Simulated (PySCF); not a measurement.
Trend along the third period: MH molecules

CCSD(T) with double-zeta basis sets in PySCF, for the lowest determinant that a PBE0 search found; no spin–orbit coupling. De refers to high-spin ground-configuration atoms.

| M | basis | reference, frozen orbitals | state (unpaired electrons) | Re (Å) | ωe (cm⁻¹) | De (eV) |
| --- | --- | --- | --- | --- | --- | --- |
| Na | def2-SVP | RHF, 1 | singlet (closed shell) | 1.918 | 1105 | 1.69 |
| Mg | x2c-SVPall | UHF, 1 | doublet (σ ↑) | 1.739 | 1477 | 1.22 |
| Al | def2-SVP | RHF, 5 | singlet (closed shell) | 1.646 | 1729 | 3.04 |
| Si | cc-pV(D+d)Z/cc-pVDZ | UHF, 5 | doublet (π ↑) | 1.533 | 2034 | 2.92 |
| P | def2-SVP | UHF, 5 | triplet (π ↑↑) | 1.434 | 2368 | 2.83 |
| S | aug-cc-pVDZ/aug-cc-pV(D+d)Z | UHF, 5 | doublet (π ↑) | 1.355 | 2682 | 3.53 |
| Cl | aug-cc-pVDZ/aug-cc-pV(D+d)Z | RHF, 5 | singlet (closed shell) | 1.287 | 2985 | 4.42 |

(1) By what factor does the bond length vary along the series?

The rows differ in basis set, which adds steps of its own.

The state changes along the series, so neighbouring rows are not always alike in their bonding.

Correlated steps freeze the inner cores (1 to 5 orbitals); shallow outer-core shells are correlated. Correlated levels converge slowly with the basis: in double zeta they bind strong bonds too weakly, by up to about 1 eV, and carry superposition errors of some tenths. Where the molecule has an RHF reference, its open-shell atoms are computed with UHF. States were picked by a PBE0 search and need not be the measured ground states.

Answers

(1) At CCSD(T) it runs from 1.287 Å (HCl) to 1.918 Å (NaH), a factor of 1.49.
